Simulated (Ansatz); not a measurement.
# AlH3Cl− (SMILES [H][Al-]([H])([H])[Cl]): methods side by side

AlH3Cl− has 5 atoms, charge -1, and is taken as a singlet. As SMILES, `[H][Al-]([H])([H])[Cl]`. Geometry: a GFN2-xTB relaxation, a rough one for these elements and not checked as a minimum.

Quantity: the vertical energy of the triplet above the singlet, in eV. The values are calculated.

| level | kind | program | value (eV) | less FCI/STO-3G | CPU time (all runs) |
| --- | --- | --- | --- | --- | --- |
| BLYP/STO-3G | GGA | Ansatz | 10.89 | -0.85 | 5.3 s |
| PBE/STO-3G | GGA | Ansatz | 10.94 | -0.80 | 4.8 s |
| r2SCAN/STO-3G | meta-GGA | Ansatz | 11.32 | -0.42 | 12 s |
| HSE06/STO-3G | range-separated hybrid | Ansatz | 11.42 | -0.32 | 5.2 s |
| B2PLYP/STO-3G | double hybrid | Ansatz | 11.77 | +0.03 | 2.4 s |
| CCSD/STO-3G | coupled cluster or CI | Ansatz | 11.79 | +0.05 | 0.37 s |
| CCSDT/STO-3G | coupled cluster or CI | Ansatz | 11.74 | 0.00 | 0.88 s |
| CCSDTQ/STO-3G | coupled cluster or CI | Ansatz | 11.74 | 0.00 | 38 s |
| FCI/STO-3G | exact in the basis | Ansatz | 11.74 | 0.00 | 1.4 s |

FCI/STO-3G is exact within its basis and frozen core, so for wave-function methods in that basis the difference is their error; functionals converge differently with the basis, so for them it is only a difference. Sets without diffuse functions describe the anion poorly. The values span 10.89 to 11.79 eV. A triplet this far above the singlet is often a Rydberg-like or dissociative state; sets without diffuse functions put Rydberg states too high. All rows use very small basis sets, so even the best lies far from the true value. Times are those of the runs behind each value, whatever else they computed, on shared processors of several kinds: orders of magnitude only.
